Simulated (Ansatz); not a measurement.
Working through a relaxed scan of one distance of CH4AlS, SMILES [CH3][Al][SH]

Computed with the Ansatz DFT code, driven from Python.

The cells in order, each with its output:

**Cell 1**
```python
import ansatz as az
import numpy as np

BASIS_SET = 'def2-SVP'
XC = 'HF'
```

**Cell 2**
```python
GEOMETRY = '''
C    -0.93220    0.54530   -0.31050
Al    0.06650   -0.35190    1.08330
S     2.26330   -0.66980    0.78870
H    -1.70120   -0.07330   -0.70580
H    -0.30520    0.86830   -1.17420
H    -1.44320    1.51780    0.10720
H     2.11320   -1.90440    0.16560
'''

ch4als = az.Crystal.molecule()
for line in GEOMETRY.strip().splitlines():
    symbol, *xyz = line.split()
    ch4als = ch4als.atom(symbol, [float(v) for v in xyz])
```

**Cell 3**
```python
calc = (
    ch4als.calculation()
    .basis(gaussian=BASIS_SET)  # atom-centred Gaussian functions
    .functional(XC)
    .spin('collinear', total=1)  # two spin channels
)
symbols = [site.symbol for site in ch4als.cartesian_sites]
pairs = [(0, 1), (0, 3), (0, 4), (0, 5), (1, 2), (2, 6)]
print('held (A)   E (eV)        ', '  '.join(f'{symbols[i]}{i}-{symbols[j]}{j}' for i, j in pairs))
for length in [2.06, 2.24, 2.42, 2.69, 3.02]:
    r = calc.relax(constraints=[az.DistanceConstraint((1, 2), at=length)], force_tolerance=0.02, max_steps=60).run(threads=1).report
    xyz = np.array(r['positions_ang'])
    print(f'{length:6.2f} {r["free_energy_ev"]:14.5f}  ', '  '.join(f'{np.linalg.norm(xyz[i] - xyz[j]):.3f}' for i, j in pairs))
```
Output:
```text
held (A)   E (eV)         C0-Al1  C0-H3  C0-H4  C0-H5  Al1-S2  S2-H6
DeckWarning: relax.constraints: the input's atoms, or those drawn, lie off the distances that are held; a relaxation that starts there is brought onto them ahead of its first SCF, by positions alone, an atom by 8.96e-2 Å at the most. With the symmetry [...]
  2.06   -18488.17769   1.980  1.096  1.095  1.093  2.060  1.338
  2.24   -18488.40203   1.975  1.093  1.094  1.095  2.240  1.336
  2.42   -18488.19067   1.972  1.092  1.094  1.095  2.420  1.336
  2.69   -18487.55073   1.971  1.095  1.095  1.092  2.690  1.339
  3.02   -18486.82167   1.976  1.095  1.094  1.096  3.020  1.337
```

Caveats:
- Total energies depend on the basis set; only differences at equal settings carry meaning.
- Warnings are shown shortened and without file and line.
- The energies are electronic: no zero-point or thermal terms, and the basis set is short of its limit.
- The run takes the species as open-shell (spin multiplicity 2), which needn't be its ground state.
- The expectation value of S² is noticeably off S(S+1) in at least one run, so that state is spin-contaminated.
- Run time: 2 min on 1 thread of Arm Neoverse V1, with other jobs on the host, peak memory 0.25 GiB.
